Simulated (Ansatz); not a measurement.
```yaml
crystal:
  periodic: [false, false, false]
  atoms:
    - {symbol: C, position_ang: [1.558664, 1.794840, -0.678963]}
    - {symbol: C, position_ang: [1.300840, 0.739107, -0.159204]}
    - {symbol: S, position_ang: [1.008102, -0.727172, 0.595240]}
    - {symbol: C, position_ang: [-0.699685, -1.069881, 0.041136]}
    - {symbol: O, position_ang: [-1.660408, -0.198007, 0.525563]}
    - {symbol: H, position_ang: [1.780490, 2.727752, -1.140379]}
    - {symbol: H, position_ang: [-0.726084, -1.014165, -1.045819]}
    - {symbol: H, position_ang: [-0.854028, -2.109229, 0.358436]}
    - {symbol: H, position_ang: [-1.619291, -0.189446, 1.486891]}
basis:
  gaussian: {orbitals: "6-31++G**"}
total_charge: -2
hamiltonian: {xc: {name: LC-wPBE}}
accuracy: high
output: {forces: true}
```

```sh
$ ansatz run in.yaml --threads 2 --pin off --events-out ev --progress --plain --max-ram 4352MiB
```

Output, abridged:

```
Functional definition: LC-wPBE
2526 factors; integrals over basis functions are off by at most 3.7e-9 eV
694 factors; integrals over basis functions are off by at most 2.7e-9 eV
mean field evaluation 1: about -16033.1440 eV, gradient 5.6e1 eV
mean field evaluation 2: about -16011.4749 eV, gradient 1.0e2 eV
mean field evaluation 4: about -16044.3523 eV, gradient 9.0e0 eV
mean field evaluation 8: about -16044.8026 eV, gradient 3.3e-1 eV
mean field evaluation 16: about -16044.8066 eV, gradient 3.8e-3 eV
mean field evaluation 32: about -16044.8066 eV, gradient 3.5e-7 eV
mean field -16044.80659919 eV, -589.6357669596 hartree, gradient 7.8e-8 eV, S^2 0.000000; 0 other end points of the search recorded, 0 dependent functions left out
reference -16044.80659919 eV, -589.6357669596 hartree; 24, 24 occupied and 99, 99 virtual orbitals, 2526 factors
Total energy: -16044.80659919 eV, -589.6357669596 hartree
Atom 0 at     1.558664     1.794840    -0.678963 Å, force     0.142433     0.227369     0.140909 eV/Å
Atom 1 at     1.300840     0.739107    -0.159204 Å, force    -0.022421     0.185082    -0.339571 eV/Å
Atom 2 at     1.008102    -0.727172     0.595240 Å, force    -0.150509    -0.438118     0.271046 eV/Å
Atom 3 at    -0.699685    -1.069881     0.041136 Å, force     0.170878    -0.132614    -0.020691 eV/Å
Atom 4 at    -1.660408    -0.198007     0.525563 Å, force     0.038474     0.105156    -0.160943 eV/Å
Atom 5 at     1.780490     2.727752    -1.140379 Å, force     0.059706     0.191133    -0.166996 eV/Å
Atom 6 at    -0.726084    -1.014165    -1.045819 Å, force    -0.006237    -0.101786    -0.023777 eV/Å
Atom 7 at    -0.854028    -2.109229     0.358436 Å, force    -0.104052     0.034626    -0.015705 eV/Å
Atom 8 at    -1.619291    -0.189446     1.486891 Å, force    -0.128272    -0.070848     0.315728 eV/Å
Dipole moment:     0.500001    -1.025792     0.739136 e Å
```

(1) Something in this input is off. What?

Answers

(1) The charge is far from anything that the molecule holds. The calculation finished and met its thresholds. The result belongs to that input, not to the molecule as meant.
